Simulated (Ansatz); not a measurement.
We consider cubic perovskite BaTiO3 (cubic high-temperature phase), described by r²SCAN (Ansatz, a program for electronic structure, plane waves, PAW).

Numerical settings: plane-wave cutoff 500 eV, 10×10×10 k mesh, Fermi–Dirac smearing 0.05 eV, no spin polarisation, scalar-relativistic PAW data made under PBE.

Computed at the level's own relaxed cell.

**Question.** What does this level give for the volume per atom, lattice constant a and band gap?

**Answer.** 
- volume per atom: 12.74 Å³/atom
- lattice constant a: 3.994 Å
- band gap: 2.17 eV (on the SCF k mesh)

Measured, for comparison: band gap 3.2 eV (temperature not stated, no zero-point or thermal correction; as tabulated in Matsushita et al. (2011), arXiv:1104.2769).

Note: the relaxation could not lower the start's symmetry, so the cell can be a saddle point above a distorted one.

Spin–orbit coupling is not included.
